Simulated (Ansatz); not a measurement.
Ge (diamond): values from a third-order Birch-Murnaghan fit to a volume scan beside measured ones. Computed values: r2SCAN (plane waves to 500 eV, PAW, scalar-relativistic; Ansatz, a first-principles code). Ge was relaxed with its symmetry unable to fall.

```
quantity                reference                                       kind
----------------------  ---------  -----------------------------------------
Lattice constant a (Å)      5.644  measured, corrected to the static lattice
Bulk modulus B₀ (GPa)        77.3  measured, corrected to the static lattice
```

References as given in: Daniel Mejia-Rodriguez, S. B. Trickey, Physical Review B (2018), arXiv:1807.09216; Tanner, Daniel S. P., Broderick, Christopher A., Kirwan, Amy C. et al., (2021), arXiv:2110.11888.

Question: Estimate the r2SCAN values and the sign and size of each difference.

Answer: 
```tsv
quantity	r2SCAN	difference
Lattice constant a (Å)	5.675	+0.6 %
Bulk modulus B₀ (GPa)	70.6	-8.7 %
```

r2SCAN overestimates the lattice constant a by 0.6 %. r2SCAN underestimates the bulk modulus B₀ by 8.7 %.

(Under strain, the slope of the energy per volume gives the stress and its curvature an elastic modulus.)
